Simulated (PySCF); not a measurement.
Species: C₅H₁₀S.
Geometry (PBE0-D3(BJ)/def2-SVP, Å), atoms numbered from 1 in this order:
```
atom  x, y, z in Å
C1    -2.376    0.305   -0.476
C2    -1.011   -0.198   -0.038
C3     0.102    0.200   -1.016
C4     1.442   -0.358   -0.622
C5     2.128    0.316    0.525
S6     2.081   -1.654   -1.372
H7    -3.159    0.006    0.238
H8    -2.652   -0.097   -1.463
H9    -2.394    1.404   -0.549
H10   -0.780    0.187    0.969
H11   -1.021   -1.298    0.044
H12   -0.153   -0.165   -2.021
H13    0.164    1.303   -1.059
H14    2.239    1.395    0.323
H15    1.511    0.235    1.436
H16    3.111   -0.127    0.720
```

All values: CAM-B3LYP/def2-SVPD (PySCF, non-relativistic), on one gas-phase PBE0-D3(BJ)/def2-SVP geometry that isn't relaxed in the solvent. The solvent is an IEF-PCM continuum (cavity from Bondi-type radii × 1.2). Specific hydrogen bonds and non-electrostatic terms are outside this model.

Gas phase at CAM-B3LYP/def2-SVPD: HOMO -7.62 eV, LUMO -0.82 eV, dipole 3.07 D.

Task: What does the continuum do to the energy, the frontier levels and the dipole at CAM-B3LYP/def2-SVPD in chloroform and dimethylsulfoxide?

Result: 
```json
{"solvent": "chloroform", "ε": "4.711", "E(solvent) − E(gas) (kJ/mol)": "-12.58", "polarisation term (kJ/mol)": "-15.26", "distortion of the solute (kJ/mol)": "2.68", "HOMO (eV)": "-7.78", "LUMO (eV)": "-0.86", "dipole (D)": "4.06"}
{"solvent": "dimethylsulfoxide", "ε": "46.83", "E(solvent) − E(gas) (kJ/mol)": "-17.99", "polarisation term (kJ/mol)": "-23.73", "distortion of the solute (kJ/mol)": "5.74", "HOMO (eV)": "-7.87", "LUMO (eV)": "-0.89", "dipole (D)": "4.53"}
```

The first energy column is the sum of the next two and covers electrostatics alone. From chloroform to dimethylsulfoxide the lowering changes by a factor 1.43, Onsager's factor (ε − 1)/(2ε + 1) by 1.36 and ε itself by 9.9.

Task: Which radius a makes the point-dipole formula ΔE = −[(ε − 1)/(2ε + 1)]·μ²/a³ give the value in dimethylsulfoxide, with the gas-phase dipole?

Result: μ = 1.208 au and |ΔE| = 0.00685 Eh give a = 2.48 Å; the farthest nucleus lies 3.32 Å from the centroid of the nuclei, so such a sphere wouldn't even hold the nuclei. The formula assumes a rigid point dipole at the centre of a sphere.

Task: Give the dipole vector in the frame of the coordinates (D, pointing from negative to positive charge), gas and dimethylsulfoxide.

Result: Gas (-1.48, 2.25, 1.49), solvent (-2.02, 3.39, 2.21). Its length changes by +47 % and its direction by 2°.

Task: How does the static polarisability (CAM-B3LYP/def2-SVPD, frozen core, with the continuum's full static response) change?

Result: 
```
           medium  isotropic (au)  principal values (au)  ⟨r²⟩ of the electrons (bohr²)
              gas            84.6      67.3, 83.0, 103.5                         1002.0
       chloroform           106.7     85.5, 103.9, 130.7                         1002.6
dimethylsulfoxide           118.4     96.3, 114.6, 144.1                         1002.9
```

The isotropic value in dimethylsulfoxide is 1.40 times the gas-phase one; no cavity-field correction is applied. ⟨r²⟩ is taken about the centre of nuclear charge.
